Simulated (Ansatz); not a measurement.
Mulliken charges of CH$_{4}$Mg (`[CH3][MgH]`) from ωB97M-V/def2-TZVPP in Ansatz (PBE0-D4/def2-TZVP geometry).

```
atom   x (Å)   y (Å)   z (Å)  charge (e)
  C1  -0.171  -0.507  -0.575      -0.729
 Mg2   0.307   0.828   0.950       0.528
  H3  -0.684  -0.012  -1.406       0.127
  H4  -0.830  -1.309  -0.225       0.127
  H5   0.721  -0.987  -0.992       0.127
  H6   0.698   1.924   2.203      -0.182
```

By hand: the dipole of these point charges (1 e Å = 4.8032 D).

Σ q r = (0.059, 0.164, 0.187) e Å, of length 0.256 e Å = 1.23 D.

How does the dipole of the full density compare? (An estimate is asked.)

Ansatz gave: (-0.022, -0.061, -0.070) e Å, 0.46 D; the point charges give 2.67 times that, at 180° from its direction, so they point the opposite way.

Point charges leave out the atoms' own dipoles, such as those of lone pairs, and Mulliken's split depends on the basis, so the two needn't agree.
